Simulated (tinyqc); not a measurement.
Coupled-perturbed Hartree-Fock on RHF in the sto-3g basis, for H2F+, spin multiplicity 1, step by step. One step of it, computed by the program tinyqc.

Task: Coupled step 1. U_ai = -(mu_ai + sum_bj [4 (ai|bj) - (ab|ij) - (aj|bi)] U_bj) / (e_a - e_i); alpha = -4 sum U_ai mu_ai.

uncoupled U, order a6, a7:
```
[[0.000216, -0.002142, -0.631718, -0.116731, 0.000000],
 [-0.001558, 0.044856, -0.094935, 0.465501, 0.000000]]
```

dipole integrals <a|y|i> (bohr), order a6, a7:
```
[[-0.005755, 0.004408, 0.744774, 0.126210, 0.000000],
 [0.041710, -0.098691, 0.125394, -0.569340, 0.000000]]
```

orbital energies (hartree): [-26.637593, -2.068202, -1.188877, -1.091111, -1.049880, -0.009912, 0.131956]

Two-electron integrals over orbitals (pq|rs), unique and non-zero (hartree):
```
(11|11) 5.362194    (21|11) -0.501314   (21|21) 0.074557    (22|11) 1.201050
(22|21) -0.018791   (22|22) 0.860823    (31|11) -0.013701   (31|21) 0.001698
(31|22) -0.001567   (31|31) 0.017682    (32|11) 0.007857    (32|21) -0.000876
(32|22) -0.002925   (32|31) 0.026083    (32|32) 0.159095    (33|11) 0.996074
(33|21) -0.008178   (33|22) 0.763468    (33|31) 0.000641    (33|32) 0.003254
(33|33) 0.743496    (41|11) 0.143320    (41|21) -0.018041   (41|22) 0.015275
(41|31) -0.000730   (41|32) 0.000014    (41|33) 0.005370    (41|41) 0.028469
(42|11) -0.098099   (42|21) 0.008713    (42|22) 0.005905    (42|31) 0.000040
(42|32) -0.000347   (42|33) -0.007054   (42|41) 0.028615    (42|42) 0.156247
(43|11) -0.009798   (43|21) 0.000461    (43|22) -0.003424   (43|31) -0.004326
(43|32) 0.004012    (43|33) -0.004483   (43|41) 0.000918    (43|42) 0.005440
(43|43) 0.049545    (44|11) 1.149694    (44|21) -0.014643   (44|22) 0.807140
(44|31) -0.000122   (44|32) 0.005756    (44|33) 0.714702    (44|41) -0.011193
(44|42) -0.092339   (44|43) -0.005652   (44|44) 0.885647    (51|51) 0.029609
(52|51) 0.038963    (52|52) 0.180405    (53|51) 0.001006    (53|52) 0.003567
(53|53) 0.038835    (54|51) -0.010447   (54|52) -0.037544   (54|53) -0.001345
(54|54) 0.055403    (55|11) 1.264009    (55|21) -0.014070   (55|22) 0.878989
(55|31) -0.000393   (55|32) 0.004135    (55|33) 0.752101    (55|41) 0.004089
(55|42) -0.053853   (55|43) -0.005572   (55|44) 0.831128    (55|55) 0.997514
(61|11) 0.211120    (61|21) -0.033407   (61|22) 0.003149    (61|31) -0.002527
(61|32) -0.002280   (61|33) 0.002064    (61|41) -0.004975   (61|42) -0.019896
(61|43) -0.000246   (61|44) 0.014369    (61|55) 0.005792    (61|61) 0.022274
(62|11) -0.291106   (62|21) 0.007059    (62|22) -0.147795   (62|31) -0.001454
(62|32) -0.008530   (62|33) -0.094379   (62|41) -0.018259   (62|42) -0.041049
(62|43) 0.003165    (62|44) -0.097837   (62|55) -0.151018   (62|61) 0.005803
(62|62) 0.080325    (63|11) -0.051740   (63|21) 0.001132    (63|22) -0.026004
(63|31) -0.004432   (63|32) 0.019891    (63|33) -0.022922   (63|41) -0.000114
(63|42) 0.007905    (63|43) 0.016524    (63|44) -0.021484   (63|55) -0.028758
(63|61) -0.000146   (63|62) 0.011654    (63|63) 0.063144    (64|11) -0.273907
(64|21) 0.003548    (64|22) -0.141387   (64|31) 0.001158    (64|32) 0.007507
(64|33) -0.087786   (64|41) -0.004660   (64|42) 0.018053    (64|43) 0.003295
(64|44) -0.152153   (64|55) -0.149412   (64|61) 0.000320    (64|62) 0.060100
(64|63) 0.018963    (64|64) 0.079111    (65|51) -0.013618   (65|52) -0.052177
(65|53) -0.003967   (65|54) -0.007236   (65|65) 0.027040    (66|11) 0.720500
(66|21) -0.005658   (66|22) 0.587904    (66|31) 0.001815    (66|32) 0.022738
(66|33) 0.563314    (66|41) 0.016739    (66|42) 0.068845    (66|43) 0.014493
(66|44) 0.547995    (66|55) 0.560359    (66|61) -0.005930   (66|62) -0.060123
(66|63) 0.018404    (66|64) -0.027143   (66|66) 0.565893    (71|11) 0.036349
(71|21) -0.005904   (71|22) 0.000090    (71|31) 0.016798    (71|32) 0.023976
(71|33) 0.001355    (71|41) 0.000233    (71|42) -0.001894   (71|43) -0.004345
(71|44) 0.001845    (71|55) 0.000971    (71|61) 0.001434    (71|62) -0.001440
(71|63) -0.004010   (71|64) 0.000911    (71|66) 0.001729    (71|71) 0.016772
(72|11) -0.051764   (72|21) 0.001156    (72|22) -0.026225   (72|31) 0.017063
(72|32) 0.060595    (72|33) -0.012237   (72|41) -0.001896   (72|42) -0.001510
(72|43) -0.025931   (72|44) -0.020346   (72|55) -0.026302   (72|61) -0.001467
(72|62) 0.005593    (72|63) -0.026471   (72|64) 0.010341    (72|66) -0.012501
(72|71) 0.015673    (72|72) 0.055630    (73|11) 0.415989    (73|21) -0.008441
(73|22) 0.195942    (73|31) -0.000165   (73|32) 0.010565    (73|33) 0.159762
(73|41) -0.001356   (73|42) -0.062491   (73|43) -0.000931   (73|44) 0.193098
(73|55) 0.223792    (73|61) 0.005565    (73|62) -0.068895   (73|63) -0.009616
(73|64) -0.085807   (73|66) 0.024943    (73|71) 0.000842    (73|72) -0.015788
(73|73) 0.159156    (74|11) -0.017667   (74|21) 0.000148    (74|22) -0.007992
(74|31) -0.008219   (74|32) -0.060001   (74|33) -0.005800   (74|41) -0.001329
(74|42) -0.003820   (74|43) 0.008149    (74|44) -0.010164   (74|55) -0.009113
(74|61) 0.001534    (74|62) 0.007504    (74|63) -0.038871   (74|64) -0.002563
(74|66) -0.020792   (74|71) -0.007833   (74|72) -0.009766   (74|73) -0.012550
(74|74) 0.051451    (75|51) -0.002320   (75|52) -0.008897   (75|53) 0.024837
(75|54) 0.000462    (75|65) 0.001577    (75|75) 0.019606    (76|11) -0.002124
(76|21) 0.000187    (76|22) 0.003089    (76|31) -0.009393   (76|32) -0.089115
(76|33) -0.001862   (76|41) 0.001641    (76|42) 0.004812    (76|43) -0.044473
(76|44) -0.006659   (76|55) -0.000853   (76|61) 0.000059    (76|62) -0.003654
(76|63) -0.070310   (76|64) -0.013963   (76|66) -0.039988   (76|71) -0.008943
(76|72) 0.009254    (76|73) -0.016385   (76|74) 0.058108    (76|76) 0.141645
(77|11) 0.793897    (77|21) -0.007433   (77|22) 0.616714    (77|31) -0.003398
(77|32) -0.028293   (77|33) 0.618074    (77|41) 0.003910    (77|42) 0.011354
(77|43) -0.011989   (77|44) 0.589779    (77|55) 0.600666    (77|61) 0.002433
(77|62) -0.046423   (77|63) -0.028892   (77|64) -0.033418   (77|66) 0.534525
(77|71) -0.002548   (77|72) -0.005975   (77|73) 0.058365    (77|74) 0.016532
(77|76) 0.037477    (77|77) 0.593613
```

Give: U after step 1; polarisability.

Result:

U after step 1, order a6, a7:
```
[[0.0002, -0.0035, -0.8221, -0.1489, 0.0000],
 [-0.0015, 0.0784, -0.1315, 0.6176, 0.0000]]
```

polarisability = 4.0278 bohr^3
